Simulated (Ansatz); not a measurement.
The input, for Ansatz 0.2.0:

```yaml
crystal:
  periodic: [false, false, false]
  atoms:
    - {symbol: B, position_ang: [0.000000, 0.000000, 0.000000]}
    - {symbol: Cl, position_ang: [0.000000, 0.000000, 1.696600]}
basis:
  gaussian: {orbitals: cc-pVDZ}
magnetization: {spin_polarized: true, initial_magnetization: 2}
correlation: {method: ccsdtq, electrons: outside_noble_gas}
```

```sh
$ ansatz run in.yaml --threads 2 --pin off --events-out ev --progress --plain --max-ram 16896MiB --backend cuda --devices 0, --max-vram 18GiB
```

Output:

```
585 factors; integrals over basis functions are off by at most 2.0e-7 eV
mean field evaluation 1: about -13170.8558 eV, gradient 8.9e0 eV
mean field evaluation 2: about -13170.8928 eV, gradient 8.9e0 eV
mean field evaluation 4: about -13172.4036 eV, gradient 2.1e0 eV
mean field evaluation 8: about -13172.5153 eV, gradient 1.7e-1 eV
mean field evaluation 16: about -13172.5159 eV, gradient 1.9e-6 eV
mean field evaluation 32: about -13172.5159 eV, gradient 2.6e-6 eV
mean field evaluation 64: about -13167.4515 eV, gradient 6.6e-2 eV
mean field -13172.51590379 eV, -484.0810308123 hartree, gradient 1.9e-6 eV, S^2 2.006895; 2 other end points of the search recorded, 0 dependent functions left out
6 core orbitals not correlated: weight in the atoms' cores, before any rotation towards them, 1.000 or more for the frozen orbitals, at most 0.000 for the correlated occupied ones
reference -13172.51590379 eV, -484.0810308123 hartree; 6, 4 occupied and 20, 22 virtual orbitals, 585 factors
second order -4.60627091 eV of doubles, -0.00000000 eV of singles
cycle   1  -4.94726149 eV  change   -3.4e-1 eV  update   6.4e-2
cycle   2  -5.16215418 eV  change   -2.1e-1 eV  update   3.0e-2
cycle   3  -5.28691586 eV  change   -1.2e-1 eV  update   2.1e-2
cycle   4  -5.26784432 eV  change    1.9e-2 eV  update   7.1e-3
cycle   5  -5.27405800 eV  change   -6.2e-3 eV  update   4.3e-3
cycle   6  -5.27798050 eV  change   -3.9e-3 eV  update   2.2e-3
cycle   7  -5.27726639 eV  change    7.1e-4 eV  update   1.4e-3
cycle   8  -5.27706028 eV  change    2.1e-4 eV  update   6.9e-4
cycle   9  -5.27762034 eV  change   -5.6e-4 eV  update   4.6e-4
cycle  10  -5.27758532 eV  change    3.5e-5 eV  update   1.9e-4
cycle  11  -5.27766588 eV  change   -8.1e-5 eV  update   9.3e-5
cycle  12  -5.27764492 eV  change    2.1e-5 eV  update   6.1e-5
cycle  13  -5.27763011 eV  change    1.5e-5 eV  update   2.1e-5
cycle  14  -5.27764491 eV  change   -1.5e-5 eV  update   8.9e-6
cycle  15  -5.27764928 eV  change   -4.4e-6 eV  update   4.0e-6
cycle  16  -5.27764956 eV  change   -2.8e-7 eV  update   1.8e-6
cycle  17  -5.27764997 eV  change   -4.1e-7 eV  update   8.5e-7
Total energy: -13177.79355376 eV, -484.2749808715 hartree
```

Ran on 2 threads of AMD EPYC 7R13 with a shared H100 80 GB, shared host: 16 s wall, 0.87 GiB peak host memory.
